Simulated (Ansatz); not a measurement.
Basis-set extrapolation for BClH₂S (`SBCl`) (PBE0-D4/def2-TZVP geometry, frozen core, the Gaussian-basis code of Ansatz). Multiplicity 1, RHF reference.

```tsv
	def2-TZVPP	def2-QZVPP
HF	-882.978656	-883.003581
MP2 correlation	-0.467870	-0.509434
CCSD(T) correlation	-0.531929	-0.572189
```

Energies in hartree. Use E(X) = E(∞) + A·exp(−7.88·√X) for Hartree–Fock and E(X) = E(∞) + B·X^(−2.97) for correlation, with X = 3 and 4.

Question: What is the CCSD(T) energy at the basis-set limit?

Answer: HF limit: -883.003581 + (-0.024925) × 0.13774 = -883.00701. Correlation limit: -0.572189 + (-0.040260) × 0.74074 = -0.60201. Total: -883.60902 hartree, 258.4 kJ/mol below CCSD(T)/def2-TZVPP.
